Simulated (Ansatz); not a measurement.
# Worked example: the enthalpy of formation of Li2 (lithium dimer)

Li2 has 2 atoms, charge 0, and is taken as a singlet. SMILES: `[Li][Li]`. Geometry: the measured bond length.

```
atom   x (Å)   y (Å)   z (Å)
  Li  0.0000  0.0000  0.0000
  Li  0.0000  0.0000  2.6729
```

Total energies at CCSDT/def2-SVP, all electrons correlated (Ansatz 0.2.0); the atoms run unrestricted:

```tsv
species	state	energy (Eh)
Li2	singlet	-14.887424
Li	doublet	-7.427945
```

Harmonic wavenumbers at PBE0/aug-cc-pVTZ, in cm⁻¹: 344.

Measured heats of formation of the gaseous atoms at 298.15 K, in kJ/mol: Li 159.3. Take 1 Eh = 2625.50 kJ/mol, 1 cm⁻¹ = 0.0119627 kJ/mol, RT = 2.479 kJ/mol.

Q: Work out the heat of formation of the gas at 298 K.

A: 
1. Electronic atomisation energy: 2 × (-7.427945) − (-14.887424) = 0.031534 Eh = 82.8 kJ/mol.
2. Zero-point energy: half the sum of the wavenumbers, 172 cm⁻¹ = 2.1 kJ/mol.
3. Thermal vibrational enthalpy, Σ hcν̃/(exp(hcν̃/kT) − 1): 1.0 kJ/mol. Translation, rotation and pV of a linear molecule: 3.5 RT = 8.7 kJ/mol.
4. The 2 free atoms carry 5/2 RT each: 12.4 kJ/mol.
5. Atomisation enthalpy at 298 K: 82.8 − 2.1 − 1.0 − 8.7 + 12.4 = 83.4 kJ/mol.
6. Sum of the atoms' heats of formation: 318.6 kJ/mol. Heat of formation: 318.6 − 83.4 = +235.2 kJ/mol.

The tabulated value is +215.9 kJ/mol (NIST-JANAF tables), so this level is off by +19.3 kJ/mol, or 18.8 % of the atomisation enthalpy that the table implies (102.7 kJ/mol). Coupled cluster needs large bases for atomisation: in a finite one the molecule is underbound. A double-zeta basis underbinds. Anharmonicity and any spin-orbit splitting of the molecule are left out.
